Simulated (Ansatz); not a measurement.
Base system: Cr in the bcc (W type) structure (space group Im-3m, No. 229; a = 2.829 Å; non-magnetic).

The values are results of plane-wave PAW DFT at the r2SCAN level (Ansatz, a quantum-chemistry and plane-wave program, 500 eV), without spin-orbit coupling, not measurements.

Modification: V takes the place of Cr on all its sites, then cell and atoms are relaxed.

Measured lattice parameter a: Cr 2.877 Å (static lattice; corrected from measurement; as listed in H. Levämäki et al., Physical Review B (2014)); V 3.021 Å (static lattice; corrected from measurement; as listed in Daniel Mejia-Rodriguez, S. B. Trickey, Phys. Rev. B (2018)).

Q: How well does r2SCAN reproduce the measured shift?

A: With r2SCAN the lattice parameter a moves by +0.153 Å (2.829 → 2.983) against +0.144 Å measured.

Whether these cells are dynamically stable was not tested. Seeded moments were not kept for Cr → V and the base. All final runs are without spin polarisation. Real Cr is antiferromagnetic at low temperature and ambient pressure, an order that this cell doesn't hold.
